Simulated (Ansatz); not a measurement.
[GeH$_{3}$···H···Br], doublet: the ladder up to UCCSDT(Q)

Geometry: a point of a hydrogen-transfer path between rigid fragments, not a stationary point.

```xyz
6

Ge   -2.0048    0.0000    0.0000
H    -2.5163    1.4466    0.0000
H    -2.5163   -0.7233    1.2528
H    -2.5163   -0.7233   -1.2528
H    -0.3468    0.0000    0.0000
Br    1.9222    0.0000    0.0000
```

Basis cc-pVDZ; Ansatz 0.2.0. Only valence electrons are correlated (noble-gas cores and the filled d shells of p-block atoms frozen), which leaves 15 electrons in 46 orbitals. Prefix R: restricted or restricted open-shell reference; prefix U: unrestricted. Active spaces: valence = (15e, 12o) chosen from the atoms' valence shells. No spin–orbit coupling is included, and no scalar relativity.

Full CI isn't at hand for all of this; UCCSDT(Q) serves as the reference, and is uncertain by about the last step of the cluster series. The frozen core follows each run's orbitals, which can shift R against U totals by a few meV for light atoms and by up to 0.1 eV past Ca.

The UHF ⟨S²⟩ is 0.760. The T1 diagnostic (RCCSD) is 0.0145 and the largest doubles amplitude (RCCSD) is 0.037. The T1 diagnostic (UCCSD) is 0.0106.

Task: From what is known of these methods and the diagnostics, rank them by the size of their error in total energy against UCCSDT(Q) in cc-pVDZ, smallest first (an estimate: the text doesn't fix the numbers).
A. UMP2
B. UCCSD(T)
C. UCCSDT
D. UHF
E. UCCSD

Result: C (0.6 kJ/mol), B (2.8 kJ/mol), E (12.8 kJ/mol), A (127.7 kJ/mol), D (680.4 kJ/mol).

All errors are against UCCSDT(Q) in cc-pVDZ. Within each family the higher level lies nearer, as is usual though not guaranteed.

Natural occupations of CASSCF (valence space) about the gap: 1.985 1.973 1.973 1.969 1.000 0.037 0.023 0.020 0.020; effectively unpaired electrons, Σ n²(2−n)², 1.02.
